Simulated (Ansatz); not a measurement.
A short molecular-dynamics run on H$_{3}$NSi, SMILES `N[SiH]`.

```yaml
crystal:
  periodic: [false, false, false]
  atoms:
    - {symbol: N, position_ang: [-0.307646, -0.467463, 0.101425]}
    - {symbol: Si, position_ang: [0.074409, 1.158190, 0.455136]}
    - {symbol: H, position_ang: [0.135157, -1.046100, -0.595106]}
    - {symbol: H, position_ang: [-1.034760, -0.960114, 0.596575]}
    - {symbol: H, position_ang: [1.182739, 1.241786, -0.599431]}
basis:
  gaussian: {orbitals: "6-31G*"}
hamiltonian: {xc: {name: BLYP}}
md: {timestep: 0.5 fs, n_steps: 50, ensemble: nve, temperature: 300, initial_velocities: maxwell_boltzmann, seed: 374}
```

```sh
$ ansatz run in.yaml --threads 2 --pin off --events-out ev --progress --plain --max-ram 32768MiB --backend cpu
```

| step | time (fs) | potential energy (eV) | kinetic (eV) | T (K) | conserved (eV) |
| --- | --- | --- | --- | --- | --- |
| 0 | 0.0 | -9414.6725 | 0.1163 | 300 | -9414.5562 |
| 1 | 0.5 | -9414.6734 | 0.1172 | 302 | -9414.5562 |
| 2 | 1.0 | -9414.6651 | 0.1091 | 281 | -9414.5561 |
| 3 | 1.5 | -9414.6500 | 0.0942 | 243 | -9414.5558 |
| 4 | 2.0 | -9414.6321 | 0.0765 | 197 | -9414.5555 |
| 5 | 2.5 | -9414.6154 | 0.0601 | 155 | -9414.5553 |
| 6 | 3.0 | -9414.6034 | 0.0483 | 124 | -9414.5552 |
| 7 | 3.5 | -9414.5983 | 0.0431 | 111 | -9414.5552 |
| 8 | 4.0 | -9414.6002 | 0.0450 | 116 | -9414.5552 |
| 9 | 4.5 | -9414.6079 | 0.0525 | 135 | -9414.5554 |
| 10 | 5.0 | -9414.6182 | 0.0625 | 161 | -9414.5557 |
| 11 | 5.5 | -9414.6272 | 0.0712 | 184 | -9414.5559 |
| 12 | 6.0 | -9414.6316 | 0.0756 | 195 | -9414.5560 |
| 13 | 6.5 | -9414.6305 | 0.0746 | 192 | -9414.5559 |
| 14 | 7.0 | -9414.6257 | 0.0701 | 181 | -9414.5556 |
| 15 | 7.5 | -9414.6218 | 0.0665 | 171 | -9414.5553 |
| 16 | 8.0 | -9414.6232 | 0.0680 | 175 | -9414.5552 |
| 17 | 8.5 | -9414.6315 | 0.0761 | 196 | -9414.5554 |
| 18 | 9.0 | -9414.6440 | 0.0883 | 228 | -9414.5557 |
| 19 | 9.5 | -9414.6556 | 0.0995 | 257 | -9414.5560 |
| 20 | 10.0 | -9414.6614 | 0.1052 | 271 | -9414.5562 |
| 21 | 10.5 | -9414.6592 | 0.1031 | 266 | -9414.5561 |
| 22 | 11.0 | -9414.6498 | 0.0939 | 242 | -9414.5559 |
| 23 | 11.5 | -9414.6360 | 0.0803 | 207 | -9414.5557 |
| 24 | 12.0 | -9414.6215 | 0.0660 | 170 | -9414.5554 |
| 25 | 12.5 | -9414.6098 | 0.0545 | 140 | -9414.5553 |
| 26 | 13.0 | -9414.6033 | 0.0481 | 124 | -9414.5552 |
| 27 | 13.5 | -9414.6030 | 0.0477 | 123 | -9414.5553 |
| 28 | 14.0 | -9414.6078 | 0.0523 | 135 | -9414.5555 |
| 29 | 14.5 | -9414.6150 | 0.0593 | 153 | -9414.5557 |
| 30 | 15.0 | -9414.6210 | 0.0651 | 168 | -9414.5559 |
| 31 | 15.5 | -9414.6225 | 0.0665 | 171 | -9414.5560 |
| 32 | 16.0 | -9414.6183 | 0.0624 | 161 | -9414.5559 |
| 33 | 16.5 | -9414.6105 | 0.0548 | 141 | -9414.5556 |
| 34 | 17.0 | -9414.6035 | 0.0482 | 124 | -9414.5553 |
| 35 | 17.5 | -9414.6021 | 0.0469 | 121 | -9414.5552 |
| 36 | 18.0 | -9414.6082 | 0.0528 | 136 | -9414.5553 |
| 37 | 18.5 | -9414.6198 | 0.0642 | 165 | -9414.5556 |
| 38 | 19.0 | -9414.6326 | 0.0768 | 198 | -9414.5559 |
| 39 | 19.5 | -9414.6427 | 0.0867 | 224 | -9414.5560 |
| 40 | 20.0 | -9414.6477 | 0.0917 | 236 | -9414.5560 |
| 41 | 20.5 | -9414.6474 | 0.0915 | 236 | -9414.5559 |
| 42 | 21.0 | -9414.6431 | 0.0873 | 225 | -9414.5558 |
| 43 | 21.5 | -9414.6367 | 0.0811 | 209 | -9414.5556 |
| 44 | 22.0 | -9414.6305 | 0.0750 | 193 | -9414.5555 |
| 45 | 22.5 | -9414.6264 | 0.0710 | 183 | -9414.5554 |
| 46 | 23.0 | -9414.6259 | 0.0705 | 182 | -9414.5554 |
| 47 | 23.5 | -9414.6290 | 0.0735 | 189 | -9414.5555 |
| 48 | 24.0 | -9414.6343 | 0.0786 | 203 | -9414.5557 |
| 49 | 24.5 | -9414.6391 | 0.0833 | 215 | -9414.5559 |
| 50 | 25.0 | -9414.6406 | 0.0846 | 218 | -9414.5560 |

Velocities are drawn at the set temperature; a run this short doesn't reach equilibrium.

Frames (Å, forces in eV/Å):

```xyz
5
time=0.0 fs
N    -0.308   -0.467    0.101    0.004   -0.201   -0.095
Si    0.074    1.158    0.455    0.014    0.961    0.418
H     0.135   -1.046   -0.595    0.244   -0.432   -0.434
H    -1.035   -0.960    0.597   -0.445   -0.327    0.292
H     1.183    1.242   -0.599    0.183    0.000   -0.181
5
time=0.5 fs
N    -0.308   -0.466    0.102    0.248   -0.696   -0.551
Si    0.075    1.158    0.455   -0.051    0.977    0.487
H     0.139   -1.057   -0.601    0.020   -0.032   -0.039
H    -1.031   -0.972    0.589   -0.475   -0.269    0.347
H     1.176    1.234   -0.597    0.258    0.021   -0.244
5
time=1.0 fs
N    -0.309   -0.464    0.103    0.409   -1.193   -0.921
Si    0.075    1.159    0.455   -0.109    0.989    0.546
H     0.144   -1.068   -0.607   -0.180    0.335    0.315
H    -1.029   -0.985    0.582   -0.446   -0.172    0.361
H     1.170    1.227   -0.595    0.326    0.041   -0.301
5
time=1.5 fs
N    -0.309   -0.462    0.104    0.477   -1.660   -1.182
Si    0.075    1.159    0.455   -0.158    0.994    0.593
H     0.148   -1.079   -0.612   -0.337    0.645    0.598
H    -1.027   -0.999    0.577   -0.365   -0.038    0.339
H     1.165    1.219   -0.594    0.383    0.060   -0.347
5
time=2.0 fs
N    -0.309   -0.461    0.104    0.461   -2.073   -1.334
Si    0.075    1.159    0.455   -0.194    0.991    0.625
H     0.151   -1.088   -0.616   -0.445    0.883    0.798
H    -1.027   -1.012    0.572   -0.248    0.122    0.292
H     1.160    1.212   -0.594    0.426    0.078   -0.381
5
time=2.5 fs
N    -0.310   -0.460    0.104    0.378   -2.414   -1.387
Si    0.075    1.160    0.455   -0.217    0.979    0.640
H     0.153   -1.094   -0.618   -0.500    1.046    0.913
H    -1.027   -1.025    0.568   -0.114    0.295    0.233
H     1.157    1.205   -0.595    0.453    0.093   -0.400
5
time=3.0 fs
N    -0.310   -0.459    0.104    0.250   -2.663   -1.354
Si    0.076    1.160    0.456   -0.226    0.958    0.637
H     0.153   -1.098   -0.617   -0.505    1.133    0.946
H    -1.027   -1.038    0.564    0.018    0.466    0.175
H     1.155    1.198   -0.596    0.464    0.106   -0.403
5
time=3.5 fs
N    -0.310   -0.459    0.104    0.093   -2.808   -1.249
Si    0.076    1.161    0.456   -0.220    0.925    0.614
H     0.153   -1.100   -0.615   -0.461    1.144    0.898
H    -1.027   -1.049    0.561    0.131    0.620    0.126
H     1.154    1.191   -0.599    0.456    0.118   -0.389
5
time=4.0 fs
N    -0.310   -0.460    0.104   -0.079   -2.833   -1.077
Si    0.076    1.162    0.456   -0.201    0.880    0.573
H     0.151   -1.099   -0.610   -0.367    1.080    0.772
H    -1.027   -1.059    0.558    0.215    0.745    0.093
H     1.154    1.185   -0.603    0.432    0.127   -0.360
5
time=4.5 fs
N    -0.310   -0.461    0.103   -0.260   -2.731   -0.845
Si    0.076    1.163    0.456   -0.170    0.823    0.514
H     0.149   -1.095   -0.603   -0.225    0.939    0.567
H    -1.026   -1.067    0.555    0.262    0.833    0.080
H     1.155    1.179   -0.607    0.393    0.136   -0.316
5
time=5.0 fs
N    -0.310   -0.462    0.102   -0.445   -2.498   -0.557
Si    0.076    1.163    0.457   -0.129    0.754    0.439
H     0.146   -1.089   -0.596   -0.036    0.724    0.289
H    -1.025   -1.073    0.552    0.269    0.876    0.089
H     1.157    1.173   -0.612    0.341    0.144   -0.260
5
time=5.5 fs
N    -0.311   -0.464    0.101   -0.626   -2.140   -0.223
Si    0.076    1.164    0.457   -0.081    0.673    0.352
H     0.143   -1.081   -0.587    0.193    0.443   -0.053
H    -1.023   -1.077    0.550    0.235    0.874    0.118
H     1.159    1.168   -0.618    0.279    0.151   -0.194
5
time=6.0 fs
N    -0.311   -0.466    0.100   -0.794   -1.680    0.136
Si    0.076    1.165    0.458   -0.027    0.583    0.256
H     0.141   -1.072   -0.578    0.448    0.115   -0.436
H    -1.021   -1.079    0.548    0.164    0.824    0.165
H     1.163    1.163   -0.624    0.210    0.158   -0.121
5
time=6.5 fs
N    -0.312   -0.468    0.100   -0.926   -1.157    0.483
Si    0.076    1.166    0.458    0.028    0.485    0.154
H     0.139   -1.063   -0.571    0.702   -0.224   -0.820
H    -1.018   -1.079    0.546    0.059    0.730    0.226
H     1.167    1.158   -0.631    0.137    0.165   -0.044
5
time=7.0 fs
N    -0.312   -0.471    0.099   -0.994   -0.629    0.766
Si    0.076    1.168    0.459    0.084    0.384    0.051
H     0.139   -1.054   -0.565    0.918   -0.526   -1.148
H    -1.015   -1.077    0.545   -0.071    0.598    0.298
H     1.171    1.154   -0.638    0.063    0.173    0.034
5
time=7.5 fs
N    -0.313   -0.474    0.098   -0.966   -0.160    0.930
Si    0.076    1.169    0.459    0.137    0.281   -0.052
H     0.142   -1.047   -0.563    1.053   -0.739   -1.361
H    -1.012   -1.074    0.545   -0.216    0.436    0.373
H     1.176    1.150   -0.644   -0.008    0.181    0.110
5
time=8.0 fs
N    -0.314   -0.476    0.097   -0.820    0.196    0.934
Si    0.076    1.170    0.460    0.187    0.180   -0.150
H     0.146   -1.042   -0.563    1.070   -0.824   -1.410
H    -1.010   -1.069    0.545   -0.361    0.259    0.443
H     1.180    1.147   -0.650   -0.076    0.190    0.182
5
time=8.5 fs
N    -0.315   -0.479    0.097   -0.558    0.412    0.772
Si    0.077    1.171    0.460    0.231    0.081   -0.240
H     0.154   -1.038   -0.567    0.954   -0.772   -1.277
H    -1.009   -1.064    0.547   -0.489    0.081    0.497
H     1.184    1.144   -0.656   -0.137    0.199    0.248
5
time=9.0 fs
N    -0.317   -0.482    0.097   -0.213    0.491    0.478
Si    0.077    1.172    0.461    0.268   -0.014   -0.322
H     0.164   -1.036   -0.574    0.718   -0.606   -0.987
H    -1.008   -1.059    0.549   -0.581   -0.078    0.525
H     1.188    1.142   -0.662   -0.191    0.207    0.307
5
time=9.5 fs
N    -0.318   -0.485    0.097    0.162    0.464    0.114
Si    0.077    1.173    0.461    0.297   -0.105   -0.394
H     0.175   -1.036   -0.583    0.400   -0.372   -0.593
H    -1.010   -1.054    0.553   -0.622   -0.202    0.516
H     1.191    1.140   -0.666   -0.237    0.216    0.356
5
time=10.0 fs
N    -0.319   -0.487    0.097    0.510    0.369   -0.247
Si    0.077    1.175    0.461    0.317   -0.192   -0.455
H     0.188   -1.036   -0.594    0.046   -0.122   -0.159
H    -1.012   -1.050    0.558   -0.599   -0.278    0.465
H     1.194    1.138   -0.670   -0.274    0.223    0.397
5
time=10.5 fs
N    -0.320   -0.489    0.096    0.786    0.244   -0.549
Si    0.077    1.176    0.462    0.327   -0.275   -0.505
H     0.200   -1.037   -0.605   -0.302    0.106    0.258
H    -1.016   -1.046    0.565   -0.511   -0.304    0.369
H     1.196    1.137   -0.673   -0.301    0.230    0.426
5
time=11.0 fs
N    -0.321   -0.492    0.096    0.965    0.118   -0.758
Si    0.077    1.177    0.462    0.328   -0.354   -0.542
H     0.212   -1.038   -0.616   -0.610    0.285    0.618
H    -1.022   -1.043    0.572   -0.366   -0.282    0.236
H     1.198    1.137   -0.674   -0.318    0.234    0.445
5
time=11.5 fs
N    -0.322   -0.494    0.096    1.045    0.014   -0.862
Si    0.078    1.178    0.462    0.318   -0.429   -0.567
H     0.222   -1.038   -0.625   -0.859    0.404    0.900
H    -1.028   -1.041    0.580   -0.179   -0.225    0.076
H     1.199    1.137   -0.675   -0.325    0.236    0.453
5
time=12.0 fs
N    -0.323   -0.497    0.095    1.035   -0.051   -0.865
Si    0.078    1.179    0.463    0.298   -0.500   -0.580
H     0.231   -1.037   -0.631   -1.038    0.462    1.092
H    -1.034   -1.039    0.588    0.028   -0.147   -0.097
H     1.199    1.138   -0.675   -0.322    0.236    0.450
5
time=12.5 fs
N    -0.323   -0.499    0.094    0.952   -0.062   -0.780
Si    0.078    1.180    0.463    0.267   -0.567   -0.580
H     0.236   -1.035   -0.636   -1.143    0.459    1.191
H    -1.041   -1.037    0.595    0.233   -0.063   -0.267
H     1.198    1.139   -0.673   -0.309    0.233    0.435
5
time=13.0 fs
N    -0.324   -0.501    0.094    0.814   -0.011   -0.618
Si    0.079    1.181    0.463    0.226   -0.630   -0.567
H     0.239   -1.032   -0.637   -1.172    0.400    1.196
H    -1.047   -1.036    0.603    0.418    0.014   -0.420
H     1.196    1.141   -0.671   -0.286    0.227    0.409
5
time=13.5 fs
N    -0.324   -0.504    0.093    0.634    0.111   -0.392
Si    0.079    1.182    0.463    0.175   -0.689   -0.543
H     0.240   -1.027   -0.635   -1.123    0.285    1.107
H    -1.052   -1.034    0.609    0.568    0.073   -0.545
H     1.194    1.144   -0.667   -0.254    0.219    0.373
5
time=14.0 fs
N    -0.324   -0.506    0.092    0.422    0.308   -0.109
Si    0.079    1.183    0.463    0.114   -0.743   -0.508
H     0.237   -1.022   -0.631   -0.996    0.116    0.924
H    -1.056   -1.033    0.613    0.672    0.109   -0.634
H     1.191    1.147   -0.663   -0.212    0.209    0.327
5
time=14.5 fs
N    -0.324   -0.509    0.091    0.187    0.580    0.222
Si    0.080    1.183    0.463    0.046   -0.793   -0.462
H     0.233   -1.017   -0.625   -0.793   -0.102    0.651
H    -1.058   -1.031    0.617    0.722    0.118   -0.682
H     1.188    1.150   -0.657   -0.162    0.197    0.271
5
time=15.0 fs
N    -0.324   -0.511    0.090   -0.057    0.921    0.586
Si    0.080    1.184    0.463   -0.030   -0.838   -0.407
H     0.226   -1.012   -0.617   -0.523   -0.364    0.299
H    -1.058   -1.029    0.618    0.715    0.097   -0.684
H     1.184    1.154   -0.652   -0.105    0.184    0.207
5
time=15.5 fs
N    -0.324   -0.513    0.089   -0.290    1.313    0.955
Si    0.080    1.185    0.463   -0.111   -0.879   -0.345
H     0.218   -1.008   -0.608   -0.207   -0.651   -0.107
H    -1.056   -1.027    0.618    0.648    0.047   -0.640
H     1.180    1.159   -0.645   -0.041    0.170    0.137
5
time=16.0 fs
N    -0.324   -0.515    0.088   -0.477    1.726    1.287
Si    0.081    1.185    0.463   -0.195   -0.915   -0.276
H     0.209   -1.006   -0.600    0.120   -0.935   -0.524
H    -1.053   -1.024    0.617    0.524   -0.032   -0.549
H     1.176    1.163   -0.639    0.028    0.156    0.061
5
time=16.5 fs
N    -0.324   -0.516    0.088   -0.577    2.114    1.525
Si    0.081    1.186    0.463   -0.282   -0.945   -0.203
H     0.201   -1.006   -0.593    0.411   -1.175   -0.889
H    -1.049   -1.022    0.614    0.348   -0.136   -0.416
H     1.172    1.169   -0.632    0.099    0.142   -0.017
5
time=17.0 fs
N    -0.324   -0.517    0.087   -0.548    2.424    1.610
Si    0.082    1.186    0.462   -0.367   -0.969   -0.127
H     0.194   -1.008   -0.588    0.613   -1.325   -1.138
H    -1.044   -1.020    0.610    0.131   -0.258   -0.249
H     1.168    1.174   -0.625    0.171    0.128   -0.096
5
time=17.5 fs
N    -0.325   -0.518    0.087   -0.372    2.607    1.506
Si    0.082    1.187    0.462   -0.449   -0.987   -0.052
H     0.188   -1.014   -0.586    0.688   -1.348   -1.218
H    -1.039   -1.018    0.606   -0.108   -0.387   -0.064
H     1.165    1.180   -0.619    0.240    0.115   -0.172
5
time=18.0 fs
N    -0.325   -0.519    0.088   -0.063    2.631    1.216
Si    0.082    1.187    0.462   -0.524   -0.998    0.019
H     0.184   -1.023   -0.586    0.625   -1.229   -1.114
H    -1.034   -1.018    0.601   -0.341   -0.507    0.121
H     1.162    1.186   -0.612    0.304    0.103   -0.242
5
time=18.5 fs
N    -0.326   -0.518    0.088    0.322    2.494    0.791
Si    0.082    1.187    0.462   -0.589   -1.002    0.084
H     0.182   -1.035   -0.590    0.447   -0.984   -0.853
H    -1.029   -1.018    0.597   -0.539   -0.598    0.281
H     1.160    1.192   -0.607    0.359    0.091   -0.303
5
time=19.0 fs
N    -0.326   -0.518    0.089    0.708    2.214    0.312
Si    0.082    1.187    0.462   -0.641   -1.001    0.139
H     0.180   -1.049   -0.595    0.201   -0.653   -0.493
H    -1.026   -1.021    0.593   -0.670   -0.640    0.394
H     1.159    1.199   -0.602    0.402    0.079   -0.353
5
time=19.5 fs
N    -0.326   -0.517    0.089    1.021    1.824   -0.139
Si    0.083    1.187    0.462   -0.678   -0.992    0.182
H     0.179   -1.065   -0.602   -0.063   -0.284   -0.100
H    -1.025   -1.024    0.590   -0.712   -0.616    0.444
H     1.158    1.206   -0.598    0.431    0.068   -0.388
5
time=20.0 fs
N    -0.326   -0.516    0.090    1.215    1.362   -0.503
Si    0.083    1.187    0.461   -0.697   -0.977    0.211
H     0.178   -1.082   -0.608   -0.303    0.080    0.272
H    -1.025   -1.029    0.589   -0.658   -0.521    0.427
H     1.159    1.212   -0.595    0.444    0.056   -0.407
5
time=20.5 fs
N    -0.326   -0.514    0.091    1.274    0.865   -0.749
Si    0.083    1.187    0.461   -0.698   -0.956    0.224
H     0.176   -1.098   -0.615   -0.493    0.408    0.583
H    -1.027   -1.036    0.588   -0.521   -0.361    0.351
H     1.161    1.220   -0.593    0.439    0.044   -0.409
5
time=21.0 fs
N    -0.326   -0.513    0.091    1.210    0.371   -0.879
Si    0.083    1.187    0.461   -0.681   -0.929    0.222
H     0.173   -1.113   -0.619   -0.623    0.681    0.817
H    -1.030   -1.043    0.588   -0.323   -0.153    0.235
H     1.164    1.227   -0.592    0.417    0.030   -0.395
5
time=21.5 fs
N    -0.325   -0.511    0.091    1.055   -0.090   -0.907
Si    0.082    1.186    0.461   -0.647   -0.896    0.206
H     0.169   -1.127   -0.622   -0.688    0.890    0.966
H    -1.034   -1.051    0.589   -0.098    0.080    0.101
H     1.168    1.234   -0.592    0.379    0.015   -0.365
5
time=22.0 fs
N    -0.324   -0.509    0.092    0.839   -0.489   -0.856
Si    0.082    1.186    0.461   -0.597   -0.858    0.177
H     0.162   -1.139   -0.623   -0.693    1.033    1.031
H    -1.038   -1.058    0.590    0.124    0.315   -0.029
H     1.172    1.241   -0.592    0.327   -0.001   -0.322
5
time=22.5 fs
N    -0.323   -0.508    0.092    0.594   -0.802   -0.744
Si    0.082    1.185    0.461   -0.536   -0.817    0.137
H     0.155   -1.148   -0.621   -0.640    1.105    1.014
H    -1.042   -1.065    0.591    0.319    0.531   -0.139
H     1.178    1.248   -0.594    0.264   -0.018   -0.269
5
time=23.0 fs
N    -0.322   -0.506    0.091    0.338   -1.012   -0.583
Si    0.082    1.185    0.461   -0.464   -0.773    0.089
H     0.145   -1.154   -0.616   -0.535    1.107    0.918
H    -1.045   -1.070    0.592    0.469    0.714   -0.217
H     1.184    1.256   -0.596    0.191   -0.037   -0.207
5
time=23.5 fs
N    -0.321   -0.505    0.091    0.087   -1.106   -0.383
Si    0.081    1.184    0.461   -0.386   -0.727    0.036
H     0.135   -1.158   -0.610   -0.379    1.036    0.745
H    -1.047   -1.074    0.592    0.564    0.853   -0.256
H     1.191    1.263   -0.599    0.114   -0.056   -0.141
5
time=24.0 fs
N    -0.320   -0.504    0.091   -0.150   -1.075   -0.149
Si    0.081    1.183    0.461   -0.305   -0.680   -0.020
H     0.123   -1.159   -0.601   -0.179    0.889    0.497
H    -1.048   -1.075    0.591    0.600    0.942   -0.255
H     1.198    1.270   -0.602    0.035   -0.076   -0.073
5
time=24.5 fs
N    -0.319   -0.503    0.091   -0.364   -0.920    0.114
Si    0.081    1.183    0.461   -0.224   -0.634   -0.077
H     0.111   -1.158   -0.592    0.058    0.671    0.183
H    -1.047   -1.075    0.590    0.574    0.978   -0.214
H     1.205    1.276   -0.605   -0.044   -0.096   -0.005
5
time=25.0 fs
N    -0.318   -0.502    0.090   -0.545   -0.650    0.390
Si    0.080    1.182    0.461   -0.144   -0.587   -0.133
H     0.099   -1.156   -0.582    0.320    0.391   -0.183
H    -1.045   -1.072    0.589    0.488    0.961   -0.134
H     1.212    1.283   -0.608   -0.120   -0.114    0.059
```

Hardware: 2 threads of an AMD EPYC 7R13 on a shared host. Wall time 27 s, peak host memory 0.12 GiB.
